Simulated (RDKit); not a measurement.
Input file for RDKit: MMFF94 on C2H9NO (a complex).

```python
from rdkit import Chem
from rdkit.Chem import AllChem, rdDetermineBonds

blocks = [
'''6

O    -1.98244327    0.74238076   -0.00172522
H    -1.00989927    0.76826076   -0.00677222
C    -2.35219427   -0.61736524   -0.00649722
H    -3.43844727   -0.66664524   -0.00224622
H    -1.99892927   -1.14810124   -0.89585422
H    -1.99160327   -1.15627024    0.87496878
''',
'''7

N     1.93963473    0.60349076   -0.01390022
H     2.31025473    1.11126776    0.77923278
H     2.31037773    1.06782976   -0.83315822
C     2.41738673   -0.78254224    0.02356178
H     2.02550173   -1.31656724   -0.83863022
H     3.50409773   -0.88927724    0.02659578
H     2.02526073   -1.26927224    0.91319378
''',
]
mol = None
for b in blocks:
    f = Chem.MolFromXYZBlock(b)
    rdDetermineBonds.DetermineBonds(f, charge=0)
    mol = f if mol is None else Chem.CombineMols(mol, f)
Chem.SanitizeMol(mol)
print(Chem.MolToSmiles(Chem.RemoveHs(mol)))
ff = AllChem.MMFFGetMoleculeForceField(mol, AllChem.MMFFGetMoleculeProperties(mol), nonBondedThresh=100.0, ignoreInterfragInteractions=False)
e = ff.CalcEnergy()
print(f'MMFF94 energy {e:.6f} kcal/mol')
```

Output:

```
CN.CO
MMFF94 energy -2.764357 kcal/mol
```

The run finished.

Cost: roughly 0.010 core-seconds.
